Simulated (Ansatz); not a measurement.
Run this with Ansatz's Python interface and show what comes out.

The script reads `bh6psi.xyz`:
```text
9

B     1.61530   -0.31270   -0.37460
P     0.54680    1.18170    0.21520
Si   -1.37320    0.12520   -0.05970
H     2.45980   -0.14770   -1.18320
H     1.49310   -1.37010    0.13810
H     0.66140    0.84790    1.62430
H    -1.30830   -1.19680    0.58170
H    -1.64090   -0.03790   -1.49630
H    -2.45400    0.91030    0.55460
```

The script, `ip_bh6psi.py`:
```python
import ansatz as az

params = {
    'basis_set': 'def2-SVPD',
    'level': 'CCSD(T)',
}


def energy(molecule, charge=0, unpaired=0):
    calc = (
        molecule.calculation()
        .basis(gaussian=params['basis_set'])
        .correlation(params['level'], electrons='valence')
        .accuracy('medium')
    )
    if charge:
        calc = calc.charge(charge)
    if unpaired:
        calc = calc.spin('collinear', total=unpaired)
    return calc.run().report['free_energy_ev']

geometry = az.Crystal.molecule_from_extxyz('bh6psi.xyz')

parent = energy(geometry, 0, 0)
cation = energy(geometry, 1, 1)
print(f'E(N)   = {parent:.5f} eV')
print(f'E(N-1) = {cation:.5f} eV  (1 unpaired)')
print(f'vertical ionisation energy {cation - parent:.3f} eV')
anion = energy(geometry, -1, 1)
print(f'E(N+1) = {anion:.5f} eV  (1 unpaired)')
print(f'vertical electron affinity {parent - anion:.3f} eV' + ('' if anion < parent else ' (unbound in this basis)'))
print(f'fundamental gap IP - EA = {cation + anion - 2 * parent:.3f} eV')
```

```console
$ python ip_bh6psi.py
E(N)   = -17905.03809 eV
E(N-1) = -17895.82437 eV  (1 unpaired)
vertical ionisation energy 9.214 eV
E(N+1) = -17905.48861 eV  (1 unpaired)
vertical electron affinity 0.451 eV
fundamental gap IP - EA = 8.763 eV
```

At this unrelaxed geometry removing an electron costs 9.21 eV and adding one releases 0.45 eV.

Reading the output:
- The settings weren't tested for convergence.
- The geometry is a force-field or estimated start, not a minimum of this method, and the basis set is short of its limit. All parts are taken at fixed geometry, without zero-point energy. At an unrelaxed start these energies can be a whole eV from those at the minimum, and a small affinity can change sign.
- Timing: 110 s on 1 thread of Arm Neoverse V1 (shared host), peak memory 1.1 GiB.
